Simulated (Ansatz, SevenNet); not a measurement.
Bulk modulus B0 (GPa) of solids drawn from the class of oxides, at two levels: the machine-learned potential SevenNet-0 (trained on PBE and PBE+U data), and r²SCAN (Ansatz, a program for electronic structure, plane waves, PAW).

```csv
solid,SevenNet-0,r²SCAN,shift (%)
cubic perovskite BaHfO3,162,171,+5.6
rock-salt SrO,83.1,93.6,+12.6
rutile SnO2,165,203,+23
rock-salt CaO,104,117,+12.5
cubic perovskite BaZrO3,152,163,+7.2
anatase TiO2 (metastable phase),171,190,+11.1
```

The shifts run from +5.6 % to +23 %, with a median of +11.8 %.

Over all 6 rows r²SCAN is the larger in 6.

Ansatz's runs of these crystals have no spin polarisation.

Spin–orbit coupling is left out, also for the solids with elements from indium on (cubic perovskite BaHfO3, rutile SnO2, cubic perovskite BaZrO3); its size isn't shown.

Each level is taken at its own relaxed cell. Ansatz's density-functional and Hartree–Fock values are scalar-relativistic unless marked +SOC, with PAW data made under PBE.
